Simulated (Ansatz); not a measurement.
# Pb (fcc type): how the settings move a single-point run

How sensitive is a single-point run of Pb (fcc type) to its settings? A reference run comes first, then one run with altered input.

Method: reference: DFT, PBE, all-electron LAPW, scalar-relativistic, in Ansatz 0.2.0.

## Step 1: The starting structure

Symmetry: Fm-3m, No. 225, cubic system. Conventional cell: a = 5.140 Å, b = 5.140 Å, c = 5.140 Å, α = 90.00°, β = 90.00°, γ = 90.00°. Pb (site symmetry m-3m) is surrounded by 12 Pb at 3.63 Å.

Structure file:

```
CELL_PARAMETERS angstrom
0.00000 2.56991 2.56991
2.56991 0.00000 2.56991
2.56991 2.56991 0.00000
ATOMIC_POSITIONS crystal
Pb 0.00000 0.00000 0.00000
```

## Step 2: The reference run

input.yaml reads:

```yaml
crystal:
  lattice:
    - [0.0, 2.5699106384, 2.5699106384]
    - [2.5699106384, 0.0, 2.5699106384]
    - [2.5699106384, 2.5699106384, 0.0]
  atoms:
    - { symbol: Pb, position: [0.0, 0.0, 0.0] }
kpoints:
  mp_grid: { grid: [13, 13, 13] }
scf:
  occupations: { method: fermi_dirac, width: 0.05 }
hamiltonian:
  xc: pbe
  pseudopotentials: { kind: all_electron, lapw: { basis_error: 0.00025 } }
output:
  forces: true
  stress: true
  eigenvalues: true
```

Started as:

```sh
> ansatz run input.yaml --threads 1 --pin off --max-ram 2048MiB --backend cpu --events-out ev --progress --plain --runs-dir out
```

## Step 3: Variant: mixing.algorithm broyden, mixing.beta 0.3, mixing.ndim 8, xc lda

input.yaml: that of step 2 with these lines changed.

```diff
@@ -11,4 +11,5 @@
   occupations: { method: fermi_dirac, width: 0.05 }
+  mixing: { algorithm: broyden, beta: 0.3, ndim: 8 }
 hamiltonian:
-  xc: pbe
+  xc: lda
   pseudopotentials: { kind: all_electron, lapw: { basis_error: 0.00025 } }
```

What does the calculation give? Wanted: for each run, ending; energy change; pressure; gap; force.

**Answer**, as computed:

```csv
run,ending,energy change,pressure (GPa),gap (eV),force (eV/Å),cycles,time
reference,converged,-,-1.9,0.00,0.00,7,5.6 s
"1: mixing.algorithm broyden, mixing.beta 0.3, mixing.ndim 8, xc lda",converged,not comparable,-5.5,0.00,0.00,10,7 s
```

Residual by cycle in the longest SCF loop of each run; runs are numbered as in the table. The quantity is the density residual dr2, in eV.

```csv
cycle,reference,run 1
1,0.0026,0.00244
2,0.00124,0.00155
3,6.1e-4,7.4e-4
4,2.2e-4,2.9e-4
5,4.4e-5,6.8e-5
6,1.2e-6,2.5e-6
7,9.5e-8,6.3e-7
8,-,4.8e-8
9,-,1.7e-8
10,-,2.0e-9
```

**Reading.** Total energies don't compare across a change of functional; the pressure goes from -1.9 to -5.5 GPa. At this fixed cell a lower pressure means that this functional prefers a smaller volume than the reference.
